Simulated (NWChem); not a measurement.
**triplet BOF: levels of theory compared**

Aim: a comparison of 6 runs (UB3LYP/cc-pVTZ, U-r2SCAN/cc-pVTZ, UBLYP/cc-pVTZ, UM06-L/cc-pVTZ, USVWN5/cc-pVTZ, UTPSS/cc-pVTZ) of triplet BOF. 

Program for the calculation: NWChem 7.3.0.

## Step 1: The structure to begin with

BOF: 3 atoms, total charge 0, spin state triplet. As SMILES of the parent species, `O=BF`. The shape is that of a PBE0-D4/def2-TZVP optimisation. That shape belongs to the parent species and isn't relaxed for this state.

Bond lengths: O1–B2 1.206 Å, B2–F3 1.282 Å. Angles: O1–B2–F3 180.0°.

## Step 2: A single-point energy at UB3LYP/cc-pVTZ (run 1)

Input file run.py:

```python
from ase import Atoms
from ase.calculators.nwchem import NWChem

molecule = Atoms('OBF', positions=[
    [0.983100, -0.565100, 0.479900],
    [0.020300, -0.011600, 0.009900],
    [-1.003400, 0.576800, -0.489800],
])

calc = NWChem(
    label='geom',
    theory='dft',
    memory='2200 mb',
    basis='cc-pVTZ',
    basispar='spherical bse',
    dft={'xc': 'b3lyp', 'mult': '3', 'grid': 'fine', 'convergence': 'energy 1e-08', 'iterations': '100', 'mulliken': None, 'print': 'low'},
    task='energy',
)
molecule.calc = calc

print(f"energy = {molecule.get_potential_energy():.6f} eV")
```

Run with:

```console
export ASE_NWCHEM_COMMAND="nwchem PREFIX.nwi > PREFIX.nwo"
python run.py
```

The program printed:

```text
energy = -5436.851469 eV
```

The calculator wrote geom.nwi:

```
title "geom"

permanent_dir geom

scratch_dir geom

start geom

geometry units angstrom nocenter noautosym noautoz
  O  9.8309999999999997e-01 -5.6510000000000005e-01 4.7989999999999999e-01
  B  2.0299999999999999e-02 -1.1599999999999999e-02 9.9000000000000008e-03
  F  -1.0034000000000001e+00 5.7679999999999998e-01 -4.8980000000000001e-01
end

memory 2200 mb

basis spherical bse noprint
   * library cc-pVTZ
end

dft
  xc b3lyp
  mult 3
  grid fine
  convergence energy 1e-08
  iterations 100
  mulliken
  print low
end

task dft energy
```

geom.nwo:

```text
Northwest Computational Chemistry Package (NWChem) 7.3.0
             --------------------------------------------------------

           Job information
           ---------------

    nwchem branch   = 7.3.0
    use scalapack   = T
    input           = geom.nwi
    prefix          = geom.
    data base       = geom/geom.db
    status          = startup
    nproc           =        1

           Memory information
           ------------------

    heap     =     72089594 doubles =      550.0 Mbytes
    stack    =     72089599 doubles =      550.0 Mbytes
    global   =    144179200 doubles =     1100.0 Mbytes (distinct from heap & stack)
    total    =    288358393 doubles =     2200.0 Mbytes
    verify   = yes
    hardfail = no

[... 35 lines left out ...]
            Nuclear Dipole moment (a.u.)
[... 67 lines left out ...]
   convergence    iter        energy       DeltaE   RMS-Dens  Diis-err    time
[... 13 lines left out ...]
         Total DFT energy =     -199.800607882040
      One electron energy =     -376.183233765283
           Coulomb energy =      148.007716717514
    Exchange-Corr. energy =      -23.064044689832
 Nuclear repulsion energy =       51.438953855561
[... 35 lines left out ...]
     ------------------------------------------
      Spin Density - Lowdin Population Analysis
     ------------------------------------------

    Atom       Charge   Shell Charges
 -----------   ------   -------------------------------------------------------
    1 O    8     0.83  -0.00  0.02  0.02  0.01  0.28  0.36  0.14  0.00  0.00 -0.00
    2 B    5     1.02   0.00  0.01  0.06  0.55  0.02  0.05  0.01  0.11  0.20  0.02
    3 F    9     0.15   0.00  0.01  0.02  0.01  0.06  0.05  0.00  0.00  0.00  0.00

     --------------------------
     Expectation value of S2:
     --------------------------
      <S2> =      2.0020 (Exact =     2.0000)

 Task  times  cpu:       10.5s     wall:       10.5s
 Total times  cpu:       10.6s     wall:       10.6s
```

Run time: 12 s. Hardware: 1 thread of Intel Xeon 6975P-C (Granite Rapids), shared host; peak memory 0.12 GiB.

## Step 3: The energy at U-r2SCAN/cc-pVTZ (run 2)

Input file struct.xyz:

```xyz
3
BFO
O      0.983100    -0.565100     0.479900
B      0.020300    -0.011600     0.009900
F     -1.003400     0.576800    -0.489800
```

Input file struct.nw:

```
start struct
title "BFO"
memory total 2200 mb
charge 0

geometry units angstrom noautosym nocenter noautoz
   load struct.xyz
end

basis spherical bse
   * library cc-pVTZ
end

dft
   xc r2scan
   mult 3
   grid fine
   convergence energy 1e-08
   iterations 100
   mulliken
end

task dft energy
```

Run with:

```console
nwchem struct.nw > struct.out
```

The program printed:

```text
[...]
          Wavefunction type:  spin polarized.
          No. of atoms     :     3
          No. of electrons :    22
[...]
          Charge           :     0
          Spin multiplicity:     3
[...]
          AO basis - number of functions:    90
[...]
              XC Information
              --------------
                      r^2SCAN Method XC Functional
               r^2SCAN metaGGA Exchange Functional  1.000
                     r^2SCAN Correlation Potential  1.000
[...]
 d= 0,ls=0.0,diis     1   -199.6393291181 -2.51D+02  1.50D-02  1.60D-01     1.2
[...]
 d= 0,ls=0.0,diis    12   -199.7044469065 -5.24D-09  3.35D-07  3.30D-10    12.4
[...]
         Total DFT energy =     -199.704446906509
      One electron energy =     -376.187168849506
           Coulomb energy =      148.019602829532
    Exchange-Corr. energy =      -22.975834742096
 Nuclear repulsion energy =       51.438953855561
[...]
      Total Density - Mulliken Population Analysis
     ---------------------------------------------
    Atom       Charge   Shell Charges
 -----------   ------   -------------------------------------------------------
    1 O    8     7.69   1.95  0.27  1.06  0.37  1.25  1.96  0.81  0.00  0.01  0.00
    2 B    5     5.31   1.97  0.16  0.64  0.96  0.61  0.55  0.10  0.15  0.11  0.05
    3 F    9     9.01   1.94  0.29  1.07  0.55  1.56  2.38  1.20  0.00  0.01  0.00
[...]
      <S2> =      2.0040 (Exact =     2.0000)
[...]
```

Wall time 13 s (1 thread of Intel Xeon 6975P-C (Granite Rapids), shared host); peak memory 0.12 GiB.

Runs 3 to 5 aren't shown in full; the table further down has their settings and results.

## Step 4: The energy at UTPSS/cc-pVTZ (run 6)

Input file run.py:

```python
from ase import Atoms
from ase.calculators.nwchem import NWChem

atoms = Atoms(['O', 'B', 'F'], positions=[
    [0.983100, -0.565100, 0.479900],
    [0.020300, -0.011600, 0.009900],
    [-1.003400, 0.576800, -0.489800],
])

calc = NWChem(
    label='bfo',
    theory='dft',
    memory='2200 mb',
    basis='cc-pVTZ',
    basispar='spherical bse',
    dft={'xc': 'xtpss03 ctpss03', 'mult': '3', 'grid': 'fine', 'convergence': 'energy 1e-08', 'iterations': '100', 'mulliken': None},
    task='energy',
)
atoms.calc = calc

print("Total energy (eV):", round(atoms.get_potential_energy(), 6))
```

Run with:

```console
export ASE_NWCHEM_COMMAND="nwchem PREFIX.nwi > PREFIX.nwo"
python run.py
```

The program printed:

```text
Total energy (eV): -5437.212738
```

The calculator wrote bfo.nwi:

```
title "bfo"

permanent_dir bfo

scratch_dir bfo

start bfo

geometry units angstrom nocenter noautosym noautoz
  O  9.8309999999999997e-01 -5.6510000000000005e-01 4.7989999999999999e-01
  B  2.0299999999999999e-02 -1.1599999999999999e-02 9.9000000000000008e-03
  F  -1.0034000000000001e+00 5.7679999999999998e-01 -4.8980000000000001e-01
end

memory 2200 mb

basis spherical bse noprint
   * library cc-pVTZ
end

dft
  xc xtpss03 ctpss03
  mult 3
  grid fine
  convergence energy 1e-08
  iterations 100
  mulliken
end

task dft energy
```

bfo.nwo:

```text
Northwest Computational Chemistry Package (NWChem) 7.3.0
             --------------------------------------------------------

           Job information
           ---------------

    nwchem branch   = 7.3.0
    use scalapack   = T
    input           = bfo.nwi
    prefix          = bfo.
    data base       = bfo/bfo.db
    status          = startup
    nproc           =        1

           Memory information
           ------------------

    heap     =     72089594 doubles =      550.0 Mbytes
    stack    =     72089599 doubles =      550.0 Mbytes
    global   =    144179200 doubles =     1100.0 Mbytes (distinct from heap & stack)
    total    =    288358393 doubles =     2200.0 Mbytes
    verify   = yes
    hardfail = no

[... 87 lines left out ...]
  convergence criterion.
[... 17 lines left out ...]
          Convergence on gradient requested:  5.00D-04
[... 22 lines left out ...]
          Convergence aids based upon iterative change in
[... 28 lines left out ...]
 1-e energy   =    -376.046911
[... 49 lines left out ...]
         Total DFT energy =     -199.813884290762
[... 2 lines left out ...]
    Exchange-Corr. energy =      -23.082308179854
[... 651 lines left out ...]
                     DFT Final Beta Molecular Orbital Analysis
[... 728 lines left out ...]
 center of mass
 --------------
 x =  -0.12795631 y =   0.07360661 z =  -0.06245874

 moments of inertia (a.u.)
 ------------------
          69.823285234923          70.574116502894         -59.931557199400
          70.574116502894         152.029457789235          34.450372737688
         -59.931557199400          34.450372737688         163.342212941744

     Multipole analysis of the density
     ---------------------------------

     L   x y z        total         alpha         beta         nuclear
     -   - - -        -----         -----         ----         -------
     0   0 0 0     -0.000000    -12.000000    -10.000000     22.000000

     1   1 0 0      0.090996      0.403736      1.698495     -2.011235
[... 8 lines of this table left out ...]
     2   0 0 2    -12.637167    -15.900762    -11.028013     14.291608

 Task  times  cpu:       12.7s     wall:       12.7s
 Total times  cpu:       12.7s     wall:       12.7s
```

Run time: 14 s. Hardware: 1 thread of Intel Xeon 6975P-C (Granite Rapids), shared host; peak memory 0.12 GiB.

## Step 5: The series

| run | level | energy (Eh) | ⟨S²⟩ | wall time |
| --- | --- | --- | --- | --- |
| 1 | UB3LYP/cc-pVTZ | -199.800608 | 2.002 | 12 s |
| 2 | U-r2SCAN/cc-pVTZ | -199.704447 | 2.004 | 13 s |
| 3 | UBLYP/cc-pVTZ | -199.781107 | 2.002 | 39 s |
| 4 | UM06-L/cc-pVTZ | -199.748793 | 2.003 | 20 s |
| 5 | USVWN5/cc-pVTZ | -198.355906 | 2.001 | 29 s |
| 6 | UTPSS/cc-pVTZ | -199.813884 | 2.002 | 14 s |

## Step 6: Outcome

| quantity | value |
| --- | --- |
| run 6: total energy | -199.81388 Eh |
| run 6: dipole moment | 0.29 D |
| run 6: HOMO energy (highest over α and β) | -2.34 eV |
| run 6: ⟨S²⟩ | 2.002 |

**Reading.** Over runs 2, 3, 4, 5, 6 the dipole moment (its size) runs from 0.12 D (USVWN5/cc-pVTZ) to 0.43 D (UM06-L/cc-pVTZ). Totals of different functionals can't be ranked against each other. All runs together took 2.1 min, the longest 39 s.
